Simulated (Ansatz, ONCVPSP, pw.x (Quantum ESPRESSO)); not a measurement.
# pw.x on bcc H: one setting changed

Potential: optimised norm-conserving Vanderbilt (ONCV), ONCVPSP 4.0.1.1 (patched build), LDA (Perdew-Wang 92); core none, reference 1s1; waves: 1s: rc 0.80 bohr, ncon 3, nbas 6, qcut 8.6 1/bohr, 2 projectors, debl 0.8 Ha; p scattering state at 0.2 Ha: rc 0.75 bohr, ncon 4, nbas 8, qcut 8.9 1/bohr, 3 projectors, debl 3.4 Ha; local part: polynomial inside 0.60 bohr (lpopt 4, dvloc0 2 Ha); core correction: none.

The reference run (k-mesh 18³, cutoffs 80/320 Ry, Fermi–Dirac 0.01 Ry, mixing_beta 0.4, conv_thr 1e-9, no spin) gives -2.95 GPa at 2.974 Å³/atom, where all-electron LAPW gives -2.42 GPa. This run, with its own iteration cap, changes smearing to mv.

```
&control
  calculation='scf', prefix='x', pseudo_dir='./', outdir='./tmp', tstress=.true., disk_io='none'
/
&system
  ibrav=0, nat=1, ntyp=1, ecutwfc=80, ecutrho=320, nbnd=7,
  occupations='smearing', smearing='mv', degauss=0.01
/
&electrons
  conv_thr=1e-09, mixing_beta=0.4, electron_maxstep=50
/
ATOMIC_SPECIES
H 1.0 H.UPF
CELL_PARAMETERS angstrom
  -0.90592795 0.90592795 0.90592795
  0.90592795 -0.90592795 0.90592795
  0.90592795 0.90592795 -0.90592795
ATOMIC_POSITIONS crystal
H 0.0000 0.0000 0.0000
K_POINTS automatic
18 18 18 0 0 0
```

```bash
pw.x < H.scf.in > H.scf.out
```

Task: How does the run end?

Result: It converges in 3 iterations; the free energy moves by +2.8 meV/atom and the pressure by -0.16 GPa. This scheme is built to cancel the term in the square of the width that Fermi–Dirac smearing leaves in the F of a metal.

```
Message from routine setup:
     using ibrav=0 with symmetry is DISCOURAGED, use correct ibrav instead
     lattice parameter (alat)  =       2.9652  a.u.
     unit-cell volume          =      20.0695 (a.u.)^3
     number of electrons       =         1.00
     number of Kohn-Sham states=            7
     kinetic-energy cutoff     =      80.0000  Ry
     charge density cutoff     =     320.0000  Ry
     scf convergence threshold =      1.0E-09
     Exchange-correlation= SLA  PW   NOGX NOGC
     number of k points=   195  Marzari-Vanderbilt smearing, width (Ry)=  0.0100
     iteration #  1     ecut=    80.00 Ry     beta= 0.40
     total energy              =      -1.07184443 Ry
     estimated scf accuracy    <       0.00001609 Ry
     iteration #  2     ecut=    80.00 Ry     beta= 0.40
     total energy              =      -1.07184490 Ry
     estimated scf accuracy    <       0.00000580 Ry
     iteration #  3     ecut=    80.00 Ry     beta= 0.40
     the Fermi energy is     3.8707 ev
!    total energy              =      -1.07184491 Ry
     estimated scf accuracy    <          1.2E-10 Ry
     smearing contrib. (-TS)   =      -0.00002419 Ry
     The total energy is F=E-TS. E is the sum of the following terms:
     one-electron contribution =       0.63553154 Ry
     hartree contribution      =       0.01690653 Ry
     xc contribution           =      -0.66137105 Ry
     ewald contribution        =      -1.06288773 Ry
     convergence has been achieved in   3 iterations
          total   stress  (Ry/bohr**3)                   (kbar)     P=      -31.06
     Message from routine punch:
     Nothing written, as per user request (disk_io='none')
```

The run took about 2.1 s on one core of a shared host (Intel(R) Xeon(R) 6975P-C, 32 threads, 248 GiB, load 9).
